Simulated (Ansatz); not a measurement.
# Al2H5S+: one structure at several levels

Aim: energy, forces and dipole at a structure displaced at random from a GFN2-xTB minimum, from CCSD(T) and from density functionals.

The runs use Ansatz 0.2.0, Gaussian basis; single points in def2-TZVPP.

Correlated methods freeze the cores. B3LYP uses VWN-RPA correlation.

## Step 1: The system as given

SMILES `[AlH2][SH+][AlH2]`, 8 atoms, charge 1, spin multiplicity 1.

Atoms are counted from 1 here; the program's logs count them from 0.

Bond lengths: Al1–S2 2.284 Å, Al1–H4 1.519 Å, Al1–H5 1.537 Å, S2–Al3 2.278 Å, S2–H6 1.315 Å, Al3–H7 1.514 Å, Al3–H8 1.468 Å. Angles: S2–Al1–H4 119.3°, S2–Al1–H5 107.3°, H4–Al1–H5 133.2°, Al1–S2–Al3 172.9°, Al1–S2–H6 93.9°, Al3–S2–H6 92.7°, S2–Al3–H7 105.7°, S2–Al3–H8 123.2°, H7–Al3–H8 131.0°.

As a file:

```
atom    x (Å)    y (Å)    z (Å)
 Al1  -1.5720   1.3251  -1.0370
  S2  -0.0403  -0.0659  -0.0692
 Al3   1.2811  -1.6467   0.9025
  H4  -2.7864   0.7291  -1.7278
  H5  -1.0394   2.7605  -0.8979
  H6   0.7126   0.9201   0.3671
  H7   2.3975  -0.8856   1.5857
  H8   1.0152  -3.0869   0.8070
```

## Step 2: CCSD(T)/def2-TZVPP

Input file run/in.yaml:

```yaml
crystal:
  periodic: [false, false, false]
  atoms:
    - {symbol: Al, position_ang: [-1.572000, 1.325100, -1.037000]}
    - {symbol: S, position_ang: [-0.040300, -0.065900, -0.069200]}
    - {symbol: Al, position_ang: [1.281100, -1.646700, 0.902500]}
    - {symbol: H, position_ang: [-2.786400, 0.729100, -1.727800]}
    - {symbol: H, position_ang: [-1.039400, 2.760500, -0.897900]}
    - {symbol: H, position_ang: [0.712600, 0.920100, 0.367100]}
    - {symbol: H, position_ang: [2.397500, -0.885600, 1.585700]}
    - {symbol: H, position_ang: [1.015200, -3.086900, 0.807000]}
basis:
  gaussian: {orbitals: def2-TZVPP}
total_charge: 1
correlation: {method: ccsd_t}
output: {forces: true}
```

No record of the launch command was kept for these runs.

## Step 3: PBE0-D4/def2-TZVPP

Changes to run/in.yaml since step 2:

```diff
@@ -14,3 +14,3 @@
 total_charge: 1
-correlation: {method: ccsd_t}
-output: {forces: true}
+hamiltonian: {xc: pbe0, dispersion: d4}
+output: {forces: true, orbitals: {seedname: orbitals}}
```

## Step 4: wB97M-V/def2-TZVPP

Changes to run/in.yaml since step 3:

```diff
@@ -14,3 +14,3 @@
 total_charge: 1
-hamiltonian: {xc: pbe0, dispersion: d4}
-output: {forces: true, orbitals: {seedname: orbitals}}
+hamiltonian: {xc: {name: wB97M-V}}
+output: {forces: true}
```

## Step 5: r2SCAN-D4/def2-TZVPP

Changes to run/in.yaml since step 4:

```diff
@@ -14,3 +14,3 @@
 total_charge: 1
-hamiltonian: {xc: {name: wB97M-V}}
+hamiltonian: {xc: r2scan, dispersion: d4}
 output: {forces: true}
```

## Step 6: PBE-D4/def2-TZVPP

Changes to run/in.yaml since step 5:

```diff
@@ -14,3 +14,3 @@
 total_charge: 1
-hamiltonian: {xc: r2scan, dispersion: d4}
+hamiltonian: {xc: pbe, dispersion: d4}
 output: {forces: true}
```

## Step 7: B3LYP-D4/def2-TZVPP

Changes to run/in.yaml since step 6:

```diff
@@ -14,3 +14,3 @@
 total_charge: 1
-hamiltonian: {xc: pbe, dispersion: d4}
+hamiltonian: {xc: {name: B3LYP}, dispersion: d4}
 output: {forces: true}
```

## Step 8: B97M-V/def2-TZVPP

Changes to run/in.yaml since step 7:

```diff
@@ -14,3 +14,3 @@
 total_charge: 1
-hamiltonian: {xc: {name: B3LYP}, dispersion: d4}
+hamiltonian: {xc: {name: B97M-V}}
 output: {forces: true}
```

(Steps that only read results are left out.)

Before running it: what results should come out? Wanted: energy less free atoms, CCSD(T)/def2-TZVPP; RMS force component; RMS force error; HOMO and LUMO, PBE0-D4; T1 diagnostic.

**Answer**, as computed:

| quantity | value |
| --- | --- |
| energy less free atoms, CCSD(T)/def2-TZVPP | -303.6 kcal/mol |
| RMS force component | 0.416 to 0.557 eV/Å over the methods |
| RMS force error | PBE0-D4 0.058, wB97M-V 0.059, r2SCAN-D4 0.049, PBE-D4 0.135, B3LYP-D4 0.022, B97M-V 0.056 eV/Å |
| HOMO and LUMO, PBE0-D4 | -13.62 and -6.66 eV |
| T1 diagnostic | 0.010 |

**Reading.** Against CCSD(T) the functionals' energies less atoms differ by -24.4 to +0.5 kcal/mol, PBE-D4 by +0.5 kcal/mol. The reference is not at the basis limit: in triple zeta CCSD(T) underbinds, which counts against methods that bind more; the gaps are no ranking. For forces B3LYP-D4 does best and PBE-D4 worst. Frozen-core CCSD(T) forces in triple zeta carry basis errors of their own, and this is one geometry, so small gaps rank nothing.
